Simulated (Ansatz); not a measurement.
Rhombohedral A7 Bi, treated with PBE-D3(BJ) (Ansatz, an electronic-structure program, plane waves, PAW).

Numerical settings: plane-wave cutoff 520 eV, 16×16×16 k mesh, Fermi–Dirac smearing 0.05 eV, scalar-relativistic PAW data made under PBE.

Response to compression and expansion:

Shape and atoms are relaxed at each volume.

```tsv
V (Å³/atom)	P (GPa)	c (Å)	a (Å)
33.193	1.76	11.390	4.493
33.885	0.81	11.523	4.514
34.576	0.01	11.661	4.532
35.268	-0.69	11.806	4.549
35.959	-1.28	11.961	4.564
```

Note: the bulk modulus comes from volumes at which shape and atoms were relaxed.
